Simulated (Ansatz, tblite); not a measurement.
# Me2S2 (C2H6S2): one state, many levels

Aim: run the singlet of Me2S2 (C2H6S2) at one geometry on many levels, and compare frontier levels, spin and run time.

The runs use Ansatz 0.2.0, Gaussian basis; as each input shows.

The runs, in order: GFN1-xTB, GFN2-xTB, PBE-D4/def2-TZVP, r2SCAN-D4/def2-TZVP, HSE06-D4/def2-TZVP, ωB97M-V/def2-TZVP, BHLYP-D4/def2-TZVP, ωB97X-V/def2-TZVP, PBE-QIDH/def2-TZVP, r2SCAN0-D4/def2-TZVP, HF/def2-TZVP, PBE-D4/def2-SVP, PBE0-D4/def2-SVP, HF/STO-3G, CCSD(T)/def2-TZVPP, MP2/def2-TZVP, RPA/def2-TZVP.

## 1. The structure

The geometry is that of the singlet, from an earlier relaxation (PBE-D4/def2-SVP).

10 atoms, charge 0, spin multiplicity 1.

Bond lengths: C1–S2 1.830 Å, C1–H5 1.109 Å, C1–H6 1.107 Å, C1–H7 1.108 Å, S2–S3 2.075 Å, S3–C4 1.830 Å, C4–H8 1.107 Å, C4–H9 1.108 Å, C4–H10 1.110 Å. Angles: S2–C1–H5 106.0°, S2–C1–H6 110.8°, S2–C1–H7 111.5°, H5–C1–H6 109.3°, H5–C1–H7 108.8°, H6–C1–H7 110.2°, C1–S2–S3 102.8°, S2–S3–C4 102.8°, S3–C4–H8 110.8°, S3–C4–H9 111.5°, S3–C4–H10 106.0°, H8–C4–H9 110.2°, H8–C4–H10 109.3°, H9–C4–H10 108.8°.

Geometry (Å):

```mol
C2H6S2
  3D, bonds by distance, orders not assigned

 10  9  0  0  0  0  0  0  0  0999 V2000
   -0.3171   -1.8076    0.4721 C   0  0
    1.2478   -0.9696    0.0270 S   0  0
    0.9864    0.9353    0.8059 S   0  0
    0.1178    1.8106   -0.5464 C   0  0
   -0.2142   -2.8544    0.1191 H   0  0
   -0.4674   -1.8047    1.5687 H   0  0
   -1.1856   -1.3430   -0.0345 H   0  0
    0.7211    1.7990   -1.4743 H   0  0
   -0.8834    1.3761   -0.7351 H   0  0
   -0.0054    2.8583   -0.2024 H   0  0
  1  2  8  0
  1  5  8  0
  1  6  8  0
  1  7  8  0
  2  3  8  0
  3  4  8  0
  4  8  8  0
  4  9  8  0
  4 10  8  0
M  END
```

PBE0-D4/def2-TZVP was run before; its log isn't repeated, and its numbers join the tables.

## 2. GFN1-xTB

Tight binding, by tblite at 300 K electronic temperature and without a spin-polarisation term:

```python
tblite.interface.Calculator('GFN1-xTB', numbers, positions, charge=0, uhf=0).singlepoint()
```

Energy -404.0940 eV, HOMO -10.83 eV, LUMO -6.54 eV; 0.005 s.

## 3. GFN2-xTB

Tight binding, by tblite at 300 K electronic temperature and without a spin-polarisation term:

```python
tblite.interface.Calculator('GFN2-xTB', numbers, positions, charge=0, uhf=0).singlepoint()
```

Energy -376.4592 eV, HOMO -10.22 eV, LUMO -6.82 eV; 0.003 s.

## 4. PBE-D4/def2-TZVP

start.molden holds the orbitals of an earlier run on this state, given as this run's starting guess.

in.yaml

```yaml
crystal:
  periodic: [false, false, false]
  atoms:
    - {symbol: C, position_ang: [-0.317139, -1.807604, 0.472145]}
    - {symbol: S, position_ang: [1.247816, -0.969575, 0.027004]}
    - {symbol: S, position_ang: [0.986367, 0.935311, 0.805908]}
    - {symbol: C, position_ang: [0.117791, 1.810645, -0.546428]}
    - {symbol: H, position_ang: [-0.214182, -2.854362, 0.119056]}
    - {symbol: H, position_ang: [-0.467382, -1.804659, 1.568706]}
    - {symbol: H, position_ang: [-1.185581, -1.343034, -0.034543]}
    - {symbol: H, position_ang: [0.721065, 1.798969, -1.474310]}
    - {symbol: H, position_ang: [-0.883359, 1.376056, -0.735110]}
    - {symbol: H, position_ang: [-0.005386, 2.858263, -0.202437]}
basis:
  gaussian: {orbitals: def2-TZVP, initial_orbitals: start.molden}
hamiltonian: {xc: pbe, dispersion: d4}
scf: {omitted_lower_state_checks: [starts]}
output: {orbitals: {seedname: orbitals}}
```

Started as:

```console
$ ansatz run in.yaml --threads 4 --pin off --events-out ev --progress --plain --max-ram 3916MiB
```

Further steps of the session: r2SCAN-D4/def2-TZVP; HSE06-D4/def2-TZVP; ωB97M-V/def2-TZVP; BHLYP-D4/def2-TZVP; ωB97X-V/def2-TZVP; PBE-QIDH/def2-TZVP; r2SCAN0-D4/def2-TZVP; HF/def2-TZVP; PBE-D4/def2-SVP; PBE0-D4/def2-SVP; HF/STO-3G; CCSD(T)/def2-TZVPP; MP2/def2-TZVP; RPA/def2-TZVP.

**Question.** What will the summary of the whole plan be? Wanted: gap in def2-TZVP, named functionals and Hartree-Fock, smallest and largest; correlation energy, CCSD(T)/def2-TZVPP; correlation energy, MP2/def2-TZVP; binding an atom, CCSD(T)/def2-TZVPP; PBE0 total energy, smallest basis above largest.

The runs gave:

```
                                                                  quantity                            value
gap in def2-TZVP, named functionals and Hartree-Fock, smallest and largest  4.14 eV (PBE-D4), 12.90 eV (HF)
                                    correlation energy, CCSD(T)/def2-TZVPP                        -21.72 eV
                                         correlation energy, MP2/def2-TZVP                        -18.71 eV
                                       binding an atom, CCSD(T)/def2-TZVPP                         3.504 eV
                           PBE0 total energy, smallest basis above largest   10.05 eV (def2-SVP, def2-TZVP)
```

What this shows: Over the named functionals and Hartree-Fock in def2-TZVP the gap runs from 4.14 eV (PBE-D4) to 12.90 eV (HF); exact exchange widens it. A small miss in a minimal or small basis is a cancelling of errors, not accuracy. The functionals in def2-TZVP miss CCSD(T)/def2-TZVPP by -0.008 (BHLYP-D4) to +0.183 eV (PBE-D4) an atom. The reference is CCSD(T) in one finite basis, so it carries an error of its own, often a tenth of an eV or more, and near misses can't be ranked.
